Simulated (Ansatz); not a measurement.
# 1T (CdI2-type) PtS₂

Computed with r²SCAN-D4 (plane waves, PAW; Ansatz, a quantum-chemistry and plane-wave program).

Run with plane-wave cutoff 500 eV, 18×18×8 k mesh (along the axes of the cell as run), gaussian smearing 0.02 eV, scalar-relativistic PAW data made under PBE.

Cell: relaxed at this level.

```
Property                                              Value
------------------------------  ---------------------------
equilibrium volume per atom                   18.93 Å³/atom
equilibrium lattice constant a                      3.551 Å
c axis length                                       5.202 Å
band gap                        0.95 eV (on the SCF k mesh)
```

Measured, for comparison: band gap 0.7 eV (temperature not stated, no zero-point or thermal correction, bulk, cited; as tabulated in Two-dimensional noble-metal chalcogenides and phosphochalcogenides, Angew. …); lattice constant a 3.542 Å (temperature not stated, no zero-point or thermal correction; as tabulated in Björkman (2014), arXiv:1406.2436); lattice parameter c 5.036 Å (temperature not stated, zero-point anharmonic expansion removed (computed with revB86b-DF2); no thermal correction; as tabulated in Björkman (2014), arXiv:1406.2436). Computed (rounded) less measured: lattice constant a +0.3 %, lattice parameter c +3.3 %.

Spin–orbit coupling is not included.
